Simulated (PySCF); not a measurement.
**SiHClO (SMILES O[Si]Cl): MP2/STO-3G**

What is the energy change on altering one bond length of SiHClO at MP2/STO-3G? 

Program for the calculation: PySCF 2.14.0.

31 further runs of the same task are left out: 14 that didn't finish, 17 set aside as unsound or not needed.

**1. Starting point**

SiHClO: 4 atoms, total charge 0, spin state singlet. As SMILES, `O[Si]Cl`. The shape is that of a PBE0-D4/def2-TZVP optimisation.

Bond lengths: O1–Si2 1.637 Å, Si2–Cl3 2.110 Å, O1–H4 0.963 Å. Angles: O1–Si2–Cl3 101.3°, Si2–O1–H4 120.4°.

**2. The energy at MP2/STO-3G**

geometry.xyz

```xyz
4

O     -0.911800     0.450200    -0.308700
Si    -0.434200    -0.789700     0.647000
Cl     1.662300    -0.701000     0.421400
H     -0.260800     0.980400    -0.780000
```

input.py

```python
# O[Si]Cl
from pyscf import gto, mp

mol = gto.M(
    atom='geometry.xyz',
    spin=0,
    verbose=4,
    basis='sto-3g',
    max_memory=1860,
)

hf = mol.RHF()
hf.conv_tol = 1e-10
hf.kernel()
if not hf.converged:
    hf = hf.newton().run(hf.mo_coeff, hf.mo_occ)

pt = mp.MP2(hf, frozen=11).run()
e_final = pt.e_tot
print('Final energy', e_final)
```

The run is started by

```
$ OMP_NUM_THREADS=1 python input.py
```

The log of the run:

```text
PySCF version 2.14.0

[INPUT] num. atoms = 4
[INPUT] num. electrons = 40
[INPUT] charge = 0
[INPUT] spin (= nelec alpha-beta = 2S) = 0
[INPUT] symmetry False subgroup None
[INPUT] Mole.unit = angstrom
[INPUT] Symbol           X                Y                Z      unit          X                Y                Z       unit  Magmom
[INPUT]  1 O     -0.911800000000   0.450200000000  -0.308700000000 AA   -1.723052280378   0.850754701279  -0.583358454653 Bohr   0.0
[INPUT]  2 Si    -0.434200000000  -0.789700000000   0.647000000000 AA   -0.820519083286  -1.492316720569   1.222652802594 Bohr   0.0
[INPUT]  3 Cl     1.662300000000  -0.701000000000   0.421400000000 AA    3.141291736865  -1.324698013320   0.796330588892 Bohr   0.0
[INPUT]  4 H     -0.260800000000   0.980400000000  -0.780000000000 AA   -0.492840573287   1.852687492524  -1.473986377161 Bohr   0.0

nuclear repulsion = 131.427828301599
number of shells = 14
number of NR pGTOs = 72
number of NR cGTOs = 24
basis = sto-3g
ecp = {}

******** <class 'pyscf.scf.hf.RHF'> ********
method = RHF
initial guess = minao
damping factor = 0
level_shift factor = 0
DIIS = <class 'pyscf.scf.diis.CDIIS'>
diis_start_cycle = 1
diis_space = 8
diis_damp = 0
SCF conv_tol = 1e-10
SCF conv_tol_grad = None
SCF max_cycles = 50
direct_scf = True
direct_scf_tol = 1e-13
Set gradient conv threshold to 1e-05
Initial guess from minao.
init E= -814.22146211385
  HOMO = -0.262276598987772  LUMO = 0.0733278860526963  gap/eV = 9.13226
cycle= 1 E= -814.579213350467  delta_E= -0.358  |g|= 0.423  |ddm|= 2.51
  HOMO = -0.285823131173966  LUMO = 0.185456382398816  gap/eV = 12.82417
cycle= 2 E= -814.643501792705  delta_E= -0.0643  |g|= 0.187  |ddm|= 0.939
  HOMO = -0.280661483535522  LUMO = 0.201721906497015  gap/eV = 13.12632
cycle= 3 E= -814.655909145923  delta_E= -0.0124  |g|= 0.0276  |ddm|= 0.283
  HOMO = -0.283267163576079  LUMO = 0.20841304636311  gap/eV = 13.37930
cycle= 4 E= -814.656403528893  delta_E= -0.000494  |g|= 0.00516  |ddm|= 0.0775
  HOMO = -0.284563872662447  LUMO = 0.206091210943787  gap/eV = 13.35140
cycle= 5 E= -814.656432331946  delta_E= -2.88e-05  |g|= 0.00191  |ddm|= 0.0181
  HOMO = -0.284502985580499  LUMO = 0.206274051801529  gap/eV = 13.35472
cycle= 6 E= -814.656436701467  delta_E= -4.37e-06  |g|= 0.000359  |ddm|= 0.00789
  HOMO = -0.284498293069194  LUMO = 0.206297175561307  gap/eV = 13.35522
cycle= 7 E= -814.656436852085  delta_E= -1.51e-07  |g|= 6.97e-05  |ddm|= 0.00146
  HOMO = -0.28449890248035  LUMO = 0.206287464731777  gap/eV = 13.35498
cycle= 8 E= -814.65643685854  delta_E= -6.46e-09  |g|= 1.14e-05  |ddm|= 0.000325
  HOMO = -0.284500812270343  LUMO = 0.206286173577612  gap/eV = 13.35499
cycle= 9 E= -814.656436858696  delta_E= -1.56e-10  |g|= 1e-06  |ddm|= 5.18e-05
  HOMO = -0.284500702067701  LUMO = 0.206286226722345  gap/eV = 13.35499
cycle= 10 E= -814.656436858697  delta_E= -9.09e-13  |g|= 2.15e-07  |ddm|= 3.89e-06
  HOMO = -0.284500729744853  LUMO = 0.206286193961957  gap/eV = 13.35499
Extra cycle  E= -814.656436858696  delta_E= 3.41e-13  |g|= 7.75e-08  |ddm|= 5.26e-07
converged SCF energy = -814.656436858696

******** <class 'pyscf.mp.mp2.RMP2'> ********
nocc = 9, nmo = 13
frozen orbitals 11
E(RMP2) = -814.732654838802  E_corr = -0.0762179801053691
E(SCS-RMP2) = -814.736055510605  E_corr = -0.0796186519084773
E_corr(same-spin) = -0.0136649125591911
E_corr(oppo-spin) = -0.062553067546178
Final energy -814.7326548388019
```

It took 0.68 s on 1 thread of Intel Xeon Platinum 8488C (Sapphire Rapids), shared host; peak memory 0.12 GiB.

**3. The distorted shape at the same level**

input.py

```python
from pyscf import gto, mp

mol = gto.Mole()
mol.atom = '''
O   -3.427571   0.343761  -0.037983
Si  -2.949971  -0.896139   0.917717
Cl   1.662300  -0.701000   0.421400
H   -2.776571   0.873961  -0.509283
'''
mol.verbose = 3
mol.basis = 'sto-3g'
mol.max_memory = 1860
mol.charge = 0
mol.build()

calc0 = mol.RHF()
calc0.conv_tol = 1e-10
calc0.kernel()
if not calc0.converged:
    calc0 = calc0.newton().run(calc0.mo_coeff, calc0.mo_occ)

pt = mp.MP2(calc0, frozen=11).run()
e_final = pt.e_tot
print(f'total energy: {e_final:.8f} hartree')
```

The run is started by

```
$ OMP_NUM_THREADS=1 python input.py
```

The log of the run:

```text
converged SCF energy = -814.438394018274
E(RMP2) = -814.533029272498  E_corr = -0.0946352542240305
E(SCS-RMP2) = -814.537179663601  E_corr = -0.0987856453266211
total energy: -814.53302927 hartree
```

Run time: 0.68 s. Hardware: 1 thread of Intel Xeon Platinum 8488C (Sapphire Rapids), shared host; peak memory 0.12 GiB.

**4. Outcome**

Level: MP2/STO-3G, 11 core orbitals frozen.

| quantity | value |
| --- | --- |
| first shape: total energy | -814.73265 Eh |
| first shape: dipole moment (Hartree–Fock density) | 2.25 D |
| first shape: HOMO energy (Hartree–Fock orbitals) | -7.74 eV |
| first shape: LUMO energy (Hartree–Fock orbitals) | 5.61 eV |
| first shape: HOMO–LUMO gap (Hartree–Fock orbitals) | 13.35 eV |
| first shape: correlation energy (11 core orbitals frozen) | -76.2 mEh |
| distorted shape: total energy | -814.53303 Eh |
| distorted shape: dipole moment (Hartree–Fock density) | 17.63 D |
| distorted shape: HOMO energy (Hartree–Fock orbitals) | -2.55 eV |
| distorted shape: LUMO energy (Hartree–Fock orbitals) | 0.91 eV |
| distorted shape: HOMO–LUMO gap (Hartree–Fock orbitals) | 3.46 eV |
| distorted shape: correlation energy (11 core orbitals frozen) | -94.6 mEh |
| energy change with the Si2–Cl3 bond stretched from 2.110 to 4.643 Å | 5.432 eV |

One bond (distorted shape) is far stretched, which a spin-restricted single reference describes badly; perturbation theory on it can break down and give far too much correlation. With the Si2–Cl3 bond stretched from 2.110 to 4.643 Å the energy rises by 5.43 eV (125 kcal/mol). The first shape isn't relaxed at this level, so the change isn't measured from a minimum. A restricted reference can't describe the breaking bond well at this length. The minimal basis adds a large error of its own. Mulliken charges (first shape) of the mean-field density run from -0.49 on O1 to +0.77 on Si2.
